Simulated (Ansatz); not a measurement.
The pair A = CH4 (SMILES C) (first 5 atoms), B = CH4 (SMILES C); geometry from S22 set.
(charge 0, multiplicity 1):
```xyz
10

C      0.000     0.000     1.859
H     -0.889     0.513     1.495
H      0.889     0.513     1.495
H      0.000    -1.026     1.495
H      0.000     0.000     2.948
C      0.000     0.000    -1.859
H      0.000     0.000    -2.948
H     -0.889    -0.513    -1.495
H      0.889    -0.513    -1.495
H      0.000     1.026    -1.495
```

Frozen-core correlation. MP2 and its Hartree–Fock in aug-cc-pVQZ are density fitted.

Run with Ansatz (an electronic-structure program). Values without a source in brackets are computed.

The counterpoise-corrected interaction energy is E(AB) − E(A in the pair's basis) − E(B in the pair's basis). Total energies (hartree):

```csv
level,AB,A in the pair's basis,B in the pair's basis
HF/aug-cc-pVTZ,-80.4265961,-40.2135907,-40.2135907
MP2/aug-cc-pVTZ,-80.8298262,-40.4145476,-40.4145476
HF/aug-cc-pVQZ,-80.4318468,-40.2162173,-40.2162173
MP2/aug-cc-pVQZ,-80.8554529,-40.4273471,-40.4273471
CCSD(T)/aug-cc-pVTZ,-80.8828538,-40.4410310,-40.4410310
```

Problem. Work out the counterpoise-corrected interaction energy at the basis-set limit: extrapolate the MP2 correlation part as X⁻³, take Hartree–Fock from the larger set, and add the CCSD(T) − MP2 difference of aug-cc-pVTZ.

Solution. 
1. Differences (1 hartree = 627.509 kcal/mol): HF/aug-cc-pVTZ 0.367; MP2/aug-cc-pVTZ -0.459; HF/aug-cc-pVQZ 0.369; MP2/aug-cc-pVQZ -0.476; CCSD(T)/aug-cc-pVTZ -0.497.
2. Correlation parts, MP2 less HF: -0.826 in aug-cc-pVTZ (X = 3), -0.845 in aug-cc-pVQZ (X = 4).
3. Limit (4³·(-0.845) − 3³·(-0.826))/(4³ − 3³) = -0.859; with HF/aug-cc-pVQZ it gives -0.490.
4. CCSD(T) less MP2 in aug-cc-pVTZ: -0.038.
Result: -0.53 kcal/mol, against -0.46 at MP2/aug-cc-pVTZ. It is an estimate of this method's limit, not of the exact value.
